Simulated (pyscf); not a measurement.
Optimised with ωB97X-D3(BJ)/def2-SVP in PySCF.

Problem. Estimate the classical barrier height and the reaction energy of `[NH2][SiH]([F])[Cl]` + `[H][H]` → `[NH2][SiH2][F]` + `[ClH]` at ωB97M-D3(BJ)/def2-TZVP. The step runs on the singlet surface, breaks Cl–Si, H–H and forms H–Si, Cl–H; take the separated reactants as zero.

Solution. ΔE‡ = 46.5 kcal/mol, ΔE = +20.9 kcal/mol. Zero-point energy shifts the barrier by +3.4 kcal/mol. It is a four-centre exchange, with an imaginary mode of 827i cm⁻¹. On the product side the descent ends in a complex (not fully relaxed), 5.6 kcal/mol under the separated species and 30.2 kcal/mol under the saddle at ωB97X-D3(BJ)/def2-TZVP. One saddle was located; it need not be the lowest between these sides.
